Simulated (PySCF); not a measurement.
# [NO2]+ (SMILES O=[N+]=O): levels of theory compared

Wanted: a comparison of 6 runs (r2SCAN/STO-6G, MP2/STO-6G, UMP2/STO-6G, CCSDT(Q)/STO-6G, UCCSD(T)/STO-6G, FCI/STO-6G) of [NO2]+. 

The results are computed with PySCF 2.14.0.

5 further runs of the same task are left out: 1 that didn't finish, 4 set aside as unsound or not needed.

## (1) Starting point

[NO2]+ has 3 atoms, charge +1, and is taken as a singlet. SMILES: `O=[N+]=O`. One bond was lengthened or shortened from a relaxed shape.

Bond lengths: O1–N2 1.091 Å, N2–O3 1.636 Å. Angles: O1–N2–O3 180.0°.

## (2) A single-point energy at r2SCAN/STO-6G (run 1)

File input.py:

```python
from pyscf import gto, dft

molecule = gto.M(
    atom=[
    ('O', (-0.844796, 1.366753, -0.308995)),
    ('N', (-0.281606, 0.455553, -0.102995)),
    ('O', (0.563210, -0.911180, 0.206000)),
],
    max_memory=1860,
    charge=1,
    basis='sto-6g',
    verbose=4,
)

ks = dft.RKS(molecule)
ks.xc = 'r2scan'
ks.grids.level = 5
ks.conv_tol = 1e-10
ks.kernel()
if not ks.converged:
    ks = ks.newton().run(ks.mo_coeff, ks.mo_occ)

etot = ks.e_tot
print(f'total energy: {etot:.8f} hartree')
```

On the command line:

```console
$ OMP_NUM_THREADS=1 python input.py
```

Standard output:

```text
PySCF version 2.14.0

[INPUT] num. atoms = 3
[INPUT] num. electrons = 22
[INPUT] charge = 1
[INPUT] spin (= nelec alpha-beta = 2S) = 0
[INPUT] symmetry False subgroup None
[INPUT] Mole.unit = angstrom
[INPUT] Symbol           X                Y                Z      unit          X                Y                Z       unit  Magmom
[INPUT]  1 O     -0.844796000000   1.366753000000  -0.308995000000 AA   -1.596433071128   2.582788849928  -0.583915923860 Bohr   0.0
[INPUT]  2 N     -0.281606000000   0.455553000000  -0.102995000000 AA   -0.532158215034   0.860870405224  -0.194632342200 Bohr   0.0
[INPUT]  3 O      0.563210000000  -0.911180000000   0.206000000000 AA    1.064312650616  -1.721880650181   0.389283581660 Bohr   0.0

nuclear repulsion = 57.6970350523744
number of shells = 9
number of NR pGTOs = 90
number of NR cGTOs = 15
basis = sto-6g
ecp = {}

[... 75 lines left out ...]
SCF not converged.
SCF energy = -202.807291262049
[... 25 lines left out ...]
becke partition: Becke, JCP 88, 2547 (1988); DOI:10.1063/1.454033
pruning grids: <function nwchem_prune>
grids dens level: 5
symmetrized grids: False
atomic radii adjust function: <function treutler_atomic_radii_adjust>
small_rho_cutoff = 0
******** <class 'pyscf.dft.rks.RKS'> Newton solver flags ********
SCF tol = 1e-10
conv_tol_grad = None
max. SCF cycles = 50
direct_scf = True
direct_scf_tol = 1e-13
max_cycle_inner = 12
max_stepsize = 0.05
ah_start_tol = 1e+09
ah_level_shift = 0
ah_conv_tol = 1e-12
ah_lindep = 1e-14
ah_start_cycle = 1
ah_max_cycle = 40
ah_grad_trust_region = 2.5
kf_interval = 4
kf_trust_region = 5
canonicalization = True
Set conv_tol_grad to 1e-05
  HOMO = -0.537831026938195  LUMO = -0.26424792431072  gap/eV = 7.44458
Initial guess E= -202.807291262049  |g|= 1.46216
macro= 0  E= -203.662382717759  delta_E= -0.855091  |g|= 0.408529  3 KF 16 JK
macro= 1  E= -203.737713507337  delta_E= -0.0753308  |g|= 0.0231945  3 KF 11 JK
macro= 2  E= -203.737751102209  delta_E= -3.75949e-05  |g|= 4.84875e-05  3 KF 11 JK
macro= 3  E= -203.737751102209  delta_E= -2.27374e-13  |g|= 1.53873e-06  1 KF 2 JK
Canonicalize SCF orbitals
macro X = 4  E=-203.737751102209  |g|= 1.53873e-06  total 11 KF 45 JK
converged SCF energy = -203.737751102209
total energy: -203.73775110 hartree
```

Wall time 25 s (1 thread of Intel Xeon Platinum 8259CL at 2.50GHz (Skylake/Cascade Lake), shared host); peak memory 0.23 GiB.

## (3) The energy at MP2/STO-6G (run 2)

File calc.py:

```python
from pyscf import gto, mp

mol = gto.Mole()
mol.atom = '''
O     -0.844796     1.366753    -0.308995
N     -0.281606     0.455553    -0.102995
O      0.563210    -0.911180     0.206000
'''
mol.basis = 'sto-6g'
mol.verbose = 3
mol.max_memory = 1860
mol.charge = 1
mol.build()

myscf = mol.RHF()
myscf.conv_tol = 1e-10
myscf.kernel()
if not myscf.converged:
    myscf = myscf.newton().run(myscf.mo_coeff, myscf.mo_occ)

pt = mp.MP2(myscf, frozen=3).run()
e_final = pt.e_tot
print('E(%s) = %.9f' % ('MP2', e_final))
```

On the command line:

```console
$ OMP_NUM_THREADS=1 python calc.py
```

Standard output:

```text
converged SCF energy = -202.804175517617
E(RMP2) = -203.028441615817  E_corr = -0.224266098199346
E(SCS-RMP2) = -203.021469732621  E_corr = -0.21729421500391
E(MP2) = -203.028441616
```

Run time: 0.99 s. Hardware: 1 thread of Intel Xeon Platinum 8259CL at 2.50GHz (Skylake/Cascade Lake), shared host; peak memory 0.11 GiB.

## (4) A single-point energy at UMP2/STO-6G (run 3)

File run.py:

```python
from pyscf import gto, mp

system = gto.M(
    atom='O -0.844796 1.366753 -0.308995; N -0.281606 0.455553 -0.102995; O 0.563210 -0.911180 0.206000',
    verbose=3,
    max_memory=1860,
    basis='sto-6g',
    charge=1,
)

myscf = system.UHF()
myscf.conv_tol = 1e-10
myscf.kernel()
if not myscf.converged:
    myscf = myscf.newton().run(myscf.mo_coeff, myscf.mo_occ)
for _ in range(3):
    mo, _, stable, _ = myscf.stability(return_status=True)
    if stable:
        break
    myscf.kernel(myscf.make_rdm1(mo, myscf.mo_occ))

pt = mp.MP2(myscf, frozen=3).run()
etot = pt.e_tot
print('E(%s) = %.9f' % ('MP2', etot))
```

On the command line:

```console
$ OMP_NUM_THREADS=1 python run.py
```

Standard output:

```text
converged SCF energy = -202.804175518114  <S^2> = 7.0249438e-08  2S+1 = 1.0000001
<class 'pyscf.scf.uhf.UHF'> wavefunction has an internal instability
converged SCF energy = -202.830255787896  <S^2> = 0.83782802  2S+1 = 2.0859799
<class 'pyscf.scf.uhf.UHF'> wavefunction has an internal instability
converged SCF energy = -202.83025653531  <S^2> = 0.84289079  2S+1 = 2.0908283
<class 'pyscf.scf.uhf.UHF'> wavefunction is stable in the internal stability analysis
E(UMP2) = -203.025941218071  E_corr = -0.195684682761366
E(SCS-UMP2) = -203.018596071718  E_corr = -0.18833953640756
E(MP2) = -203.025941218
```

Wall time 1.2 s (1 thread of Intel Xeon Platinum 8259CL at 2.50GHz (Skylake/Cascade Lake), shared host); peak memory 0.12 GiB.

Runs 4 to 5 aren't shown in full; the table further down has their settings and results.

## (5) The energy at FCI/STO-6G (run 6)

File calc.py:

```python
from pyscf import gto, mcscf
from pyscf import fci

system = gto.M(
    atom='O -0.844796 1.366753 -0.308995; N -0.281606 0.455553 -0.102995; O 0.563210 -0.911180 0.206000',
    max_memory=1860,
    verbose=3,
    charge=1,
    basis='sto-6g',
)

calc0 = system.RHF()
calc0.conv_tol = 1e-10
calc0.kernel()
if not calc0.converged:
    calc0 = calc0.newton().run(calc0.mo_coeff, calc0.mo_occ)

cas = mcscf.CASCI(calc0, calc0.mo_coeff.shape[-1] - 3, (system.nelec[0] - 3, system.nelec[1] - 3))  # full CI above the frozen core
cas.fcisolver = fci.direct_spin0.FCI(system)  # even spin states alone
cas.kernel()
print('<S^2> = %.4f' % cas.fcisolver.spin_square(cas.ci, cas.ncas, cas.nelecas)[0])
e_final = cas.e_tot
print('Final energy', e_final)
```

On the command line:

```console
$ OMP_NUM_THREADS=1 python calc.py
```

Standard output:

```text
converged SCF energy = -202.804175517617
CASCI E = -203.083571253340  E(CI) = -71.4702311120789  S^2 = 0.0000000
<S^2> = 0.0000
Final energy -203.08357125334044
```

Run time: 3.9 s. Hardware: 1 thread of Intel Xeon Platinum 8259CL at 2.50GHz (Skylake/Cascade Lake), shared host; peak memory 0.17 GiB.

## (6) Overview of the runs

```csv
run,level,integration grid,frozen core orbitals,energy (Eh),HOMO energy (eV),LUMO energy (eV),HOMO–LUMO gap (eV),wall time
1,r2SCAN/STO-6G,5,–,-203.737751,-15.92,-13.13,2.79,25 s
2,MP2/STO-6G,–,3,-203.028442,-20.01,-7.72,12.29,0.99 s
3,UMP2/STO-6G,–,3,-203.025941,-19.81,-7.46,12.35,1.2 s
4,CCSDT(Q)/STO-6G,–,3,-203.105242,-20.01,-7.72,12.29,3.9 s
5,UCCSD(T)/STO-6G,–,3,-203.071028,-19.81,-7.46,12.35,1.7 s
6,FCI/STO-6G,–,3,-203.083571,-20.01,-7.72,12.29,3.9 s
```

## (7) What came out

| quantity | value |
| --- | --- |
| run 6: total energy | -203.08357 Eh |
| run 6: HOMO energy (Hartree–Fock orbitals) | -20.01 eV |
| run 6: LUMO energy (Hartree–Fock orbitals) | -7.72 eV |
| run 6: HOMO–LUMO gap (Hartree–Fock orbitals) | 12.29 eV |
| run 6: correlation energy (3 core orbitals frozen) | -279.4 mEh |

Against full CI in this basis: MP2 +55.1 mEh; UMP2 +57.6 mEh; CCSDT(Q) -21.7 mEh; UCCSD(T) +12.5 mEh. In runs 1, 2, 3, 4, 5, 6 the basis is minimal, so the values are rough. Spin contamination of the reference: run 3 ⟨S²⟩ = 0.84, run 5 ⟨S²⟩ = 0.84. Where it is this large, the reference is a mixture of spin states, and values that rest on it are in doubt. All runs together took 36 s, the longest 25 s.
